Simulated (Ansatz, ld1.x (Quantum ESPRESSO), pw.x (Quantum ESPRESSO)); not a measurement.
## Li (fcc): variants of one RRKJ potential in the solid

ld1.x (Quantum ESPRESSO) 7.5 input, shortened:

```
&input
   title='Li', zed=3., rel=1, dft='PBESOL', iswitch=3,
   config='[He] 2s1 2p0 3d-2'
 /
 &inputp
   pseudotype=2, tm=.false., rho0=0.005, lloc=0,
   nlcc=.true., rcore=1.25
 /
3
2P  2  1   0.00   0.00  4.20  4.20  0.0
3D  3  2  -2.00   0.10  3.95  3.95  0.0
2S  1  0   1.00   0.00  1.95  1.95  0.0
 &test
   configts(1)='2s1 2p0'
 /
```

Crystal test: fcc Li in pw.x 7.5, no spin, 13³ k-points, Fermi–Dirac smearing 0.01 Ry, cutoffs set for each file from its atomic test. The reference is all-electron LAPW (Ansatz 0.2.0) with the same functional, mesh and smearing; V0 and B0 come from Birch–Murnaghan fits to the pressures at five volumes. Errors are pseudo minus all-electron; Δ is the rms difference of the E(V) curves that follow from these fits, minima aligned, over ±6 % about the mean V0. Mesh and smearing are coarse, so the numbers serve the comparison and aren't converged zero-temperature values; the lattice is a test structure that the element need not adopt.

All-electron: a0 = 4.327 Å (V0 = 20.25 Å³/atom), B0 = 13.5 GPa.

Base: The largest radius (4.20 bohr) exceeds half the bond length (2.89 bohr), so the spheres overlap, which is one possible source of error among others. This is a poor potential for the solid.

A dash in a converged row means that the minimum lies outside the volumes sampled.

| change | cutoffs (Ry) | pw.x | a0 (Å) | a0 error (%) | B0 error (%) | Δ (meV/atom) | mean pressure error (GPa) |
| --- | --- | --- | --- | --- | --- | --- | --- |
| base | 50/200 | converged | – | – | – | – | -0.72 |
| core correction none | 35/140 | converged | – | – | – | – | -0.99 |
| core correction a·sin(br)/r model core inside 1.00 bohr | 50/200 | converged | – | – | – | – | -0.66 |
| core correction a·sin(br)/r model core inside 1.48 bohr | 50/200 | converged | – | – | – | – | -0.89 |
| core correction a·sin(br)/r model core inside 1.90 bohr | 50/200 | converged | 4.276 | -1.18 | -4.5 | 2.1 | -0.43 |

(1) Give the row for: core correction a·sin(br)/r model core inside 2.14 bohr.

Results:

(1) pw.x: converged; mean pressure error (GPa): -0.57.
